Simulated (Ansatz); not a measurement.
# V (bcc): energy against volume

Theory: DFT, LDA (PW92), plane waves (420 eV) with PAW, scalar-relativistic (Ansatz 0.2.0). The PAW files were generated under PBE, with cores re-solved for the functional.

The cell is scaled uniformly from the relaxed one, with fractional coordinates and shape fixed. Energies are extrapolated to zero smearing, pressures are those at the given smearing. Magnetic state: non-magnetic.

A Birch-Murnaghan fit gives V₀ = 12.52 Å³/atom, B₀ = 210 GPa, B₀′ = 3.8.

Question: What are the energy above the minimum and the pressure at 11.025 Å³/atom?

Answer: 143.0 meV/atom and 33.92 GPa as computed.

Question: What are the energy above the minimum and the pressure at 12.027 Å³/atom?

Answer: 13.6 meV/atom and 9.21 GPa as computed.

Question: What are the energy above the minimum and the pressure at 13.030 Å³/atom?

Answer: 12.7 meV/atom and -7.66 GPa as computed.
